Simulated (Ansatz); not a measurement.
C4H6F2 (`C/C(F)=C(/C)F`), relaxed with RKS PBE0-D4/def2-TZVP in Ansatz from a PBE-D4/def2-SVP geometry. The force threshold is 0.005 eV/Å; the program also tests the step.

The species carries charge 0 and has multiplicity 1.

Start:

```xyz
12

C    -0.830   -1.782   -0.154
C    -0.127   -0.568    0.342
F     0.294   -0.645    1.632
C     0.127    0.569   -0.342
C     0.830    1.782    0.154
F    -0.294    0.645   -1.632
H    -1.734   -1.992    0.457
H    -0.173   -2.675   -0.084
H    -1.135   -1.645   -1.207
H     0.172    2.674    0.087
H     1.732    1.993   -0.459
H     1.138    1.643    1.206
```

Problem. By how much does the energy fall, and how many steps does the optimiser take? (Best estimate.)

Solution. Ansatz gave: 5.55 kJ/mol, in 5 steps.

Problem. Which bonds change most? (Estimate.)

Solution. Ansatz gave: C2–C4 from 1.351 to 1.327 Å; C1–H7 from 1.111 to 1.094 Å; C5–H11 from 1.111 to 1.094 Å; C5–H10 from 1.111 to 1.094 Å.

Problem. Give the relaxed structure. (An estimate is asked.)

Solution. The calculation gave: 
```xyz
12

C    -0.825   -1.769   -0.155
C    -0.129   -0.561    0.330
F     0.284   -0.645    1.613
C     0.129    0.561   -0.330
C     0.825    1.769    0.155
F    -0.284    0.645   -1.613
H    -1.711   -1.969    0.454
H    -0.169   -2.642   -0.085
H    -1.131   -1.640   -1.191
H     0.169    2.641    0.085
H     1.711    1.970   -0.455
H     1.132    1.640    1.191
```
